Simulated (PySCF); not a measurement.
Al: ionisation energy

Al [Ne] 3s2 3p1 (2P) → Al⁺ [Ne] 3s2 (1S), as a difference of total energies. All numbers are calculated (PySCF 2.14, the non-relativistic Hamiltonian (point nucleus), in aug-cc-pwCVDZ (6s5p3d, 36 functions)). Correlated levels: valence and next inner shell: 1s2 frozen. The calculations carry no spin-orbit coupling.

```json
{"method": "UHF", "ionisation energy (eV)": "5.597", "error (eV)": "-0.380"}
{"method": "MP2 (valence and next inner shell)", "ionisation energy (eV)": "5.725", "error (eV)": "-0.252"}
{"method": "SCS-MP2 (valence and next inner shell)", "ionisation energy (eV)": "5.710", "error (eV)": "-0.267"}
{"method": "CCSD (valence and next inner shell)", "ionisation energy (eV)": "5.828", "error (eV)": "-0.149"}
{"method": "CCSD(T) (valence and next inner shell)", "ionisation energy (eV)": "5.846", "error (eV)": "-0.131"}
```

Reference: 5.977 eV (measured; NIST levels, between the centres of gravity of the two terms).

Errors of the correlated levels include the incompleteness of this basis and the frozen core.
